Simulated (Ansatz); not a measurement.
# Relaxing Os

Level of theory: DFT PBEsol, scalar-relativistic, plane waves, PAW in Ansatz 0.2.0. Cutoff 420 eV, Γ-centred k mesh, Gaussian smearing, no spin polarisation in the final step.

The start puts Os on the lonsdaleite structure type (P6_3/mmc, No. 194), at a guessed volume.

```yaml
crystal:
  lattice:
    - [3.42655, 0.00000, 0.00000]
    - [-1.71328, 2.96748, 0.00000]
    - [0.00000, 0.00000, 5.65381]
  atoms:
    - { symbol: Os, position: [0.33333, 0.66667, 0.43750] }
    - { symbol: Os, position: [0.66667, 0.33333, 0.93750] }
    - { symbol: Os, position: [0.66667, 0.33333, 0.56250] }
    - { symbol: Os, position: [0.33333, 0.66667, 0.06250] }
```

Cell and atoms relax at zero pressure; the relaxation can't lower the symmetry of the start. After a coarse first stage the cell is made exact in the group found at 0.06 Å.

Energies count from the standard state of Os at the same level.

**Question.** Which crystal results?

**Answer.** It keeps P6_3/mmc (No. 194). The result has the lonsdaleite structure. Conventional cell: a = 3.789 Å, c = 6.691 Å. Os is coordinated by 4 Os at 2.36–2.46 Å.

Space group P6_3/mmc (No. 194). a = 3.789 Å, b = 3.789 Å, c = 6.691 Å, α = 90.00°, β = 90.00°, γ = 120.00°
```csv
atom,site,symmetry,x,y,z
Os,4f,3m.,0.3333,0.6667,0.4337
```

**Question.** What are its volume, energy, density and gap?

**Answer.** The volume per atom is 20.80 Å³ and the density is 15.19 g/cm³. The energy over the standard structure is 1.52 eV/atom. The gap on the 15×15×8 mesh is 0 eV (a metal).

The final run used a 15×15×8 mesh on its 4-atom cell and 0.10 eV smearing. For metals, differences of a few meV/atom aren't resolved. Spin–orbit coupling is left out. Symmetry constrained the relaxation, so the result can be a saddle point.